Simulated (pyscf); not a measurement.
Thermochemistry of product channels of H₃C–CH=NH on the singlet surface, in kJ/mol, from CCSD(T)/def2-TZVPP + ΔMP2(QZVPP) energies (ideal gas, 1 atm, RRHO with modes under 100 cm⁻¹ raised to 100, one conformer, R ln 2 for rigid chiral ones). Optimised with ωB97X-D3(BJ)/def2-SVP in PySCF. MP2 and CC: frozen core, UHF for open shells. ΔMP2 is the change of the MP2 total energy from the triple- to the quadruple-zeta basis.

```tsv
products	ΔE	ΔH(298 K)	ΔG(298 K)	ΔG(600 K)
methane (CH₄) + hydrogen cyanide (HC≡N)	+24.3	+10.5	-26.6	-65.0
H₂C=CH–NH₂	+11.6	+12.1	+11.4	+10.0
```

These are energies of the channels, which say nothing of barriers. The CCSD(T) − MP2 part came from Ansatz, without density fitting, on the same reference.
